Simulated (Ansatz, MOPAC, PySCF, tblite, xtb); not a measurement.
Potential energy surface of H₂Be, singlet: collinear H-Be-H surface. Scanned: H-Be distance and Be-H distance.

GFN2-xTB, 300 K electronic temperature (tblite); RHF/def2-SVP (PySCF); FCI/cc-pVDZ = Ansatz (an electronic-structure program) with full CI/cc-pVDZ, frozen core; RHF/cc-pVDZ (Ansatz); MP2/cc-pVDZ = Ansatz with MP2 on RHF/cc-pVDZ, frozen core; CCSD/cc-pVDZ = Ansatz with CCSD on RHF/cc-pVDZ, frozen core; CCSD(T)/cc-pVDZ = CCSD(T) on RHF/cc-pVDZ, frozen core run with Ansatz; CCSDT/cc-pVDZ = CCSDT on RHF/cc-pVDZ, frozen core (Ansatz); CCSDT(Q)/cc-pVDZ = Ansatz with CCSDT(Q) on RHF/cc-pVDZ, frozen core; RKS-B3LYP/cc-pVDZ = restricted B3LYP/cc-pVDZ (Ansatz); RKS-BLYP/cc-pVDZ = restricted BLYP/cc-pVDZ (Ansatz); RKS-PBE/cc-pVDZ = restricted PBE/cc-pVDZ in Ansatz; PM3, restricted, heats of formation (MOPAC); AM1, restricted, heats of formation (MOPAC); GFN1-xTB (xtb); RKS-B3LYP/6-31G* = restricted B3LYP/6-31G*, spherical d in PySCF 2.14.0; RHF/6-31G* = PySCF with restricted Hartree-Fock/6-31G*, spherical d; RMP2/3-21G = restricted MP2 (frozen core)/3-21G (PySCF); RKS-B3LYP/3-21G = restricted B3LYP/3-21G in PySCF.

Energies in kcal/mol at chosen points (x: H-Be distance (Å); y: Be-H distance (Å)), relative to x = 1.33, y = 1.35:

| method | (1.72, 1.72) | (1.33, 1.19) | (1.72, 1.46) | (1.84, 1.54) | (1.21, 1.24) | (1.21, 1.85) | (1.40, 1.35) |
|---|---|---|---|---|---|---|---|
| GFN2-xTB | 31.0 | 0.8 | 18.8 | 28.6 | 0.1 | 22.4 | 1.5 |
| RHF | 34.9 | 4.8 | 19.9 | 32.3 | 5.4 | 30.1 | 0.7 |
| FCI/cc-pVDZ | 31.4 | 4.9 | 17.9 | 29.1 | 5.5 | 27.9 | 0.6 |
| RHF/cc-pVDZ | 33.8 | 5.0 | 19.1 | 31.4 | 5.7 | 29.6 | 0.6 |
| MP2/cc-pVDZ | 33.2 | 4.8 | 18.8 | 30.8 | 5.5 | 29.2 | 0.6 |
| CCSD/cc-pVDZ | 31.7 | 4.9 | 18.0 | 29.3 | 5.5 | 28.0 | 0.6 |
| CCSD(T)/cc-pVDZ | 31.5 | 4.9 | 17.9 | 29.2 | 5.5 | 27.9 | 0.6 |
| CCSDT/cc-pVDZ | 31.4 | 4.9 | 17.9 | 29.1 | 5.5 | 27.9 | 0.6 |
| CCSDT(Q)/cc-pVDZ | 31.4 | 4.9 | 17.9 | 29.1 | 5.5 | 27.9 | 0.6 |
| RKS-B3LYP/cc-pVDZ | 32.1 | 4.4 | 18.4 | 29.8 | 4.9 | 28.1 | 0.7 |
| RKS-BLYP/cc-pVDZ | 30.3 | 4.6 | 17.3 | 28.1 | 5.1 | 27.1 | 0.6 |
| RKS-PBE/cc-pVDZ | 28.7 | 5.2 | 16.2 | 26.7 | 5.9 | 26.6 | 0.4 |
| PM3 | 41.9 | 1.3 | 24.3 | 39.2 | 1.1 | 33.2 | 1.4 |
| AM1 | 16.2 | 5.2 | 7.9 | 15.9 | 6.7 | 19.3 | -0.6 |
| GFN1-xTB | 37.2 | 0.8 | 22.5 | 34.2 | 0.0 | 27.0 | 1.8 |
| RKS-B3LYP/6-31G* | 33.5 | 4.3 | 19.2 | 31.0 | 4.7 | 28.9 | 0.8 |
| RHF/6-31G* | 35.5 | 4.7 | 20.2 | 32.9 | 5.3 | 30.5 | 0.8 |
| RMP2/3-21G | 31.2 | 5.4 | 17.6 | 28.9 | 6.2 | 28.6 | 0.5 |
| RKS-B3LYP/3-21G | 32.0 | 4.8 | 18.3 | 29.7 | 5.3 | 28.5 | 0.6 |
